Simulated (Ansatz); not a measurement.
A run of Ansatz (development build ahead of 0.2.0) on singlet C₄H₈ at this shape:

```xyz
12

C     1.0994    0.0090   -0.0049
C     0.0040    1.0941    0.0046
C    -1.1020   -0.0043   -0.0045
C    -0.0011   -1.0952   -0.0090
H     1.7380   -0.0026    0.8857
H     0.0081    1.7409    0.8715
H    -1.7312    0.0033    0.8763
H     0.0097   -1.7349    0.8873
H     1.7421    0.0009   -0.8833
H    -0.0008    1.7321   -0.8856
H    -1.7416   -0.0037   -0.8890
H    -0.0026   -1.7339   -0.8896
```

Its results:

| Item | Value |
| --- | --- |
| Converged | yes |
| Total energy | -156.10532 hartree |
| Spin squared of the determinant | 0.000 |

Q: Which input gives this output? Name the method, the orbitals and the basis set, and write the input.

A: RHF in cc-pVDZ. An unrestricted run that stays on the closed shell gives the same numbers.

```yaml
crystal:
  periodic: [false, false, false]
  atoms:
    - { symbol: C, position_ang: [1.09938, 0.00899, -0.00494] }
    - { symbol: C, position_ang: [0.00401, 1.09413, 0.00458] }
    - { symbol: C, position_ang: [-1.10198, -0.00428, -0.00454] }
    - { symbol: C, position_ang: [-0.00111, -1.09524, -0.00904] }
    - { symbol: H, position_ang: [1.73802, -0.00255, 0.88569] }
    - { symbol: H, position_ang: [0.0081, 1.74093, 0.87151] }
    - { symbol: H, position_ang: [-1.73125, 0.00333, 0.8763] }
    - { symbol: H, position_ang: [0.00975, -1.73491, 0.88734] }
    - { symbol: H, position_ang: [1.74213, 0.00087, -0.88332] }
    - { symbol: H, position_ang: [-0.00075, 1.73205, -0.88559] }
    - { symbol: H, position_ang: [-1.74162, -0.00369, -0.88902] }
    - { symbol: H, position_ang: [-0.0026, -1.7339, -0.88956] }
basis:
  gaussian: { orbitals: cc-pVDZ }
hamiltonian:
  xc: hf
```
